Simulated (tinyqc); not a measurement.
G0W0 on RHF in the sto-6g basis, for H2F+, spin multiplicity 1, step by step (part 2 of 2). Computed by tinyqc, a small Python program that keeps every step (integrals from PySCF). Command: `OMP_NUM_THREADS=1 python tinyqc.py 28423 28424 out.jsonl` (the two numbers bound the seeds that draw the settings). One thread of a shared host (Intel(R) Xeon(R) Processor @ 2.60GHz), about 0.1 s of CPU time with the checks.

Geometry (angstrom):
```
atom        x         y        z
F     0.00000   0.00000  0.00000
H     0.00000   0.89200  0.66300
H     0.00000  -0.89200  0.66300
```

## G0W0 on Hartree-Fock: HOMO

orbital energies (hartree): [-26.91617, -2.00148, -1.10360, -1.03330, -1.00843, -0.08628, 0.03214]

Two-electron integrals over orbitals (pq|rs), unique and non-zero (hartree):
```
(11|11) 5.38198    (21|11) -0.52159   (21|21) 0.08183    (22|11) 1.23086
(22|21) -0.02178   (22|22) 0.86580    (31|31) 0.01826    (32|31) 0.02603
(32|32) 0.15365    (33|11) 0.98493    (33|21) -0.00805   (33|22) 0.75357
(33|33) 0.72268    (41|11) 0.12629    (41|21) -0.01747   (41|22) 0.01236
(41|33) 0.00432    (41|41) 0.02780    (42|11) -0.10197   (42|21) 0.00780
(42|22) -0.00847   (42|33) -0.00943   (42|41) 0.02925    (42|42) 0.16003
(43|31) -0.00349   (43|32) 0.00678    (43|43) 0.04985    (44|11) 1.13021
(44|21) -0.01312   (44|22) 0.80707    (44|33) 0.69838    (44|41) -0.00966
(44|42) -0.08373   (44|44) 0.85210    (51|51) 0.03036    (52|51) 0.03932
(52|52) 0.18434    (53|53) 0.03800    (54|51) -0.00883   (54|52) -0.03259
(54|54) 0.05168    (55|11) 1.26599    (55|21) -0.01367   (55|22) 0.88697
(55|33) 0.74151    (55|41) 0.00316    (55|42) -0.05416   (55|44) 0.81756
(55|55) 0.99808    (61|11) 0.19352    (61|21) -0.03206   (61|22) 0.00423
(61|33) 0.00171    (61|41) -0.00662   (61|42) -0.01982   (61|44) 0.01174
(61|55) 0.00480    (61|61) 0.02011    (62|11) -0.26921   (62|21) 0.00732
(62|22) -0.13781   (62|33) -0.08679   (62|41) -0.01807   (62|42) -0.04850
(62|44) -0.08845   (62|55) -0.13897   (62|61) 0.00627    (62|62) 0.07289
(63|31) -0.00389   (63|32) 0.01999    (63|43) 0.01837    (63|63) 0.06544
(64|11) -0.30075   (64|21) 0.00384    (64|22) -0.16293   (64|33) -0.09792
(64|41) -0.00423   (64|42) 0.01989    (64|44) -0.16523   (64|55) -0.16888
(64|61) 0.00048    (64|62) 0.05903    (64|64) 0.09103    (65|51) -0.01203
(65|52) -0.04699   (65|54) -0.01119   (65|65) 0.02380    (66|11) 0.68521
(66|21) -0.00559   (66|22) 0.55993    (66|33) 0.54139    (66|41) 0.01461
(66|42) 0.06355    (66|44) 0.53200    (66|55) 0.53704    (66|61) -0.00535
(66|62) -0.05340   (66|64) -0.02789   (66|66) 0.53781    (71|31) -0.01674
(71|32) -0.02305   (71|43) 0.00329    (71|63) 0.00333    (71|71) 0.01535
(72|31) -0.01763   (72|32) -0.06976   (72|43) 0.02171    (72|63) 0.02397
(72|71) 0.01567    (72|72) 0.05553    (73|11) -0.42590   (73|21) 0.00780
(73|22) -0.21745   (73|33) -0.16797   (73|41) 0.00118    (73|42) 0.05831
(73|44) -0.19348   (73|55) -0.23555   (73|61) -0.00449   (73|62) 0.06403
(73|64) 0.09919    (73|66) -0.01700   (73|73) 0.16373    (74|31) 0.00699
(74|32) 0.05383    (74|43) -0.00290   (74|63) 0.04592    (74|71) -0.00640
(74|72) -0.00996   (74|74) 0.05138    (75|53) -0.02534   (75|75) 0.01891
(76|31) 0.00867    (76|32) 0.08413    (76|43) 0.05337    (76|63) 0.08206
(76|71) -0.00782   (76|72) 0.00589    (76|74) 0.06565    (76|76) 0.16154
(77|11) 0.75573    (77|21) -0.00664   (77|22) 0.59087    (77|33) 0.59235
(77|41) 0.00311    (77|42) 0.01057    (77|44) 0.56661    (77|55) 0.57683
(77|61) 0.00146    (77|62) -0.04027   (77|64) -0.02845   (77|66) 0.52974
(77|73) -0.05844   (77|77) 0.56021
```

excitation energies w (hartree): [0.96857, 1.02933, 1.06242, 1.07773, 1.23289, 1.45077, 2.08264, 2.14326, 26.87009, 26.97901]

X + Y, order 1>6, 1>7, 2>6, 2>7, 3>6, 3>7, 4>6, 4>7, 5>6, 5>7:
```
[[0.00000, -0.00026, 0.00000, 0.00000, 0.00000, 0.00075, -0.00079, 0.00000, 0.99925, 0.00000],
 [0.00000, 0.00000, -0.00085, 0.00000, 0.00042, 0.00000, 0.00000, -0.00230, 0.00000, 0.99943],
 [0.00000, -0.06630, 0.00000, 0.00000, 0.00000, -0.24722, 0.93533, 0.00000, 0.00007, 0.00000],
 [0.00000, 0.00000, -0.05701, 0.00000, -0.01911, 0.00000, 0.00000, 0.97315, 0.00000, 0.00018],
 [0.00000, 0.00000, 0.74027, 0.00000, 0.59290, 0.00000, 0.00000, 0.02819, 0.00000, 0.00002],
 [0.00000, -0.39139, 0.00000, 0.00000, 0.00000, 0.80511, 0.13452, 0.00000, -0.00003, 0.00000],
 [0.00000, 0.88889, 0.00000, 0.00000, 0.00000, 0.28647, 0.08388, 0.00000, 0.00000, 0.00000],
 [0.00000, 0.00000, -0.65361, 0.00000, 0.70415, 0.00000, 0.00000, -0.01103, 0.00000, -0.00004],
 [0.97574, 0.00000, 0.00000, 0.00000, 0.00000, 0.00000, 0.00000, 0.00000, 0.00000, 0.00000],
 [0.00000, 0.00000, 0.00000, 0.98261, 0.00000, 0.00000, 0.00000, 0.00000, 0.00000, 0.00000]]
```

W(p,q,m) = sqrt2 sum_ia (pq|ia) (X+Y)_ia,m; Sigma_c(x) = sum_(i,m) W^2/(x - e_i + w_m) + sum_(a,m) W^2/(x - e_a - w_m); solve x = e_p + Sigma_c(x) by Newton steps; Z = 1/(1 - dSigma/dx); 1 hartree = 27.211386 eV.

The 12 largest terms at x = e_p (hartree; W for the signs of X + Y given):
```
q  m         W      term
5  6  -0.28803   0.05718
5  7  -0.24867   0.02969
5  2  -0.06889   0.00461
2  1  -0.06484   0.00214
3  4  -0.03521   0.00106
6  1   0.03284  -0.00057
7  4   0.02628  -0.00033
4  1  -0.01545   0.00024
1  1  -0.01660  1.03e-05
5  9   0.00678  1.71e-06
```

Newton steps (hartree):
```
step         x  Sigma_c(x)        Z
0     -1.00843     0.09404  0.94265
1     -0.91978     0.08894  0.94840
2     -0.91950     0.08893  0.94842
3     -0.91950     0.08893  0.94842
```

quasiparticle energy of the HOMO = -25.02093 eV

Hartree-Fock value = -27.44076 eV

## G0W0 on Hartree-Fock: LUMO

As before.

The 12 largest terms at x = e_p (hartree; W for the signs of X + Y given):
```
q  m         W      term
7  5   0.13402  -0.01329
4  6   0.12918   0.00696
3  5   0.09995   0.00444
4  7   0.10775   0.00383
2  7   0.11559   0.00334
6  7  -0.07717  -0.00286
2  6   0.07134   0.00151
4  2   0.05399   0.00147
5  1   0.03284   0.00057
7  3   0.02476  -0.00052
6  2  -0.02065  -0.00041
3  8   0.03487   0.00038
```

Newton steps (hartree):
```
step         x  Sigma_c(x)        Z
0     -0.08628     0.00593  0.97944
1     -0.08048     0.00580  0.97938
2     -0.08048     0.00580  0.97938
```

quasiparticle energy of the LUMO = -2.18991 eV

Hartree-Fock value = -2.34786 eV
